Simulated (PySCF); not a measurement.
CH3CH2CH2CHF2, C₄H₈F₂.
SMILES with atom numbers: `[CH3:1][CH2:2][CH2:3][CH:4]([F:5])[F:6]` (hydrogens: H7, H8, H9 on C1; H10, H11 on C2; H12, H13 on C3; H14 on C4)

All values: wB97X-D/pcSseg-2 (PySCF, non-relativistic), on one gas-phase PBE0-D3(BJ)/def2-TZVP geometry that isn't relaxed in the solvent. The solvent is an IEF-PCM continuum (van der Waals radii × 1.2). Only the electrostatic response of the medium enters.

Gas phase at wB97X-D/pcSseg-2: HOMO -11.28 eV, LUMO 2.29 eV, dipole 2.42 D.

What does the continuum do to the energy, the frontier levels and the dipole at wB97X-D/pcSseg-2 in chloroform?

```json
{"solvent": "chloroform", "ε": "4.711", "E(solvent) − E(gas) (kcal/mol)": "-2.63", "polarisation term (kcal/mol)": "-2.89", "distortion of the solute (kcal/mol)": "0.26", "HOMO (eV)": "-11.17", "LUMO (eV)": "2.57", "dipole (D)": "2.75"}
```

The first energy column is the sum of the next two and covers electrostatics alone.

Which radius a makes the point-dipole formula ΔE = −[(ε − 1)/(2ε + 1)]·μ²/a³ give the value in chloroform, with the gas-phase dipole?

μ = 0.951 au and |ΔE| = 0.00418 Eh give a = 2.25 Å; the farthest nucleus lies 2.98 Å from the centroid of the nuclei, so such a sphere wouldn't even hold the nuclei. The formula assumes a rigid point dipole at the centre of a sphere.

Conformer computed: `[CH3:1][CH2:2][CH2:3][CH:4]([F:5])[F:6]`: C1–C2–C3–C4 180°, C2–C3–C4–F5 64°.

The pairwise dispersion term of wB97X-D wasn't added to the energies; at a given geometry it leaves orbitals and properties as they are.
